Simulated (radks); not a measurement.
**Valence configurations of Cl³⁺**

NIST gives [Ne] 3s2 3p2 as the ground configuration of Cl³⁺. Does this level of theory agree? Several fillings of the valence shells are run.

Program: radks (a radial shooting solver on a logarithmic mesh, Libxc functionals) version 1. Level of theory: Dirac Kohn-Sham, BLYP, spin-unpolarised, spherical densities, finite nucleus; open shells fill j = l - 1/2 first. These are calculated values, not measurements, unless marked.

### 1 The atom as given

| Quantity | Value |
| --- | --- |
| element | chlorine (Z = 17) |
| charge | +3 |
| electrons | 14 |
| configuration | [Ne] 3s2 3p2 |
| nuclear rms radius | 3.3654 fm |
| others tried | 3s1.5 3p2.5; 3p4; 3s1 3p3; 3s0.5 3p3.5 |

### 2 [Ne] 3s2 3p2

Settings of this run:

```text
Z 17
configuration [Ne] 3s2 3p2
relativity Dirac
functional b88,lyp
spin unpolarised
j_filling energy
nucleus finite rms 3.3654 fm
c 137.035999084
```

### 3 [Ne] 3s1.5 3p2.5

Changes since step 2:

```diff
@@ -1,3 +1,3 @@
 Z 17
-configuration [Ne] 3s2 3p2
+configuration [Ne] 3s1.5 3p2.5
 relativity Dirac
```

### 4 [Ne] 3p4

Changes since step 3:

```diff
@@ -1,3 +1,3 @@
 Z 17
-configuration [Ne] 3s1.5 3p2.5
+configuration [Ne] 3p4
 relativity Dirac
```

### 5 [Ne] 3s1 3p3

Changes since step 4:

```diff
@@ -1,3 +1,3 @@
 Z 17
-configuration [Ne] 3p4
+configuration [Ne] 3s1 3p3
 relativity Dirac
```

### 6 [Ne] 3s0.5 3p3.5

Changes since step 5:

```diff
@@ -1,3 +1,3 @@
 Z 17
-configuration [Ne] 3s1 3p3
+configuration [Ne] 3s0.5 3p3.5
 relativity Dirac
```

Q: Predict the outcome of this session. Wanted: for each run, valence; E − E(NIST configuration); highest level; its energy; 1s shift.

The runs gave:

| valence | E − E(NIST configuration) (eV) | highest level | its energy (eV) | 1s shift (eV) |
| --- | --- | --- | --- | --- |
| 3s2 3p2 | 0.000 | 3p1/2 | -45.085 | +0.00 |
| 3s1.5 3p2.5 | 6.900 | 3p3/2 | -45.153 | -0.53 |
| 3s1 3p3 | 13.812 | 3p3/2 | -45.403 | -1.05 |
| 3s0.5 3p3.5 | 20.735 | 3p3/2 | -45.649 | -1.55 |
| 3p4 | 27.669 | 3p3/2 | -45.892 | -2.05 |

In words: The NIST configuration is the lowest of those tried, 6.900 eV under 3s1.5 3p2.5. The energies are those of spherical spin-averaged densities, not of single terms. The 1s eigenvalue shifts by up to 2.05 eV as the valence charge is rearranged.
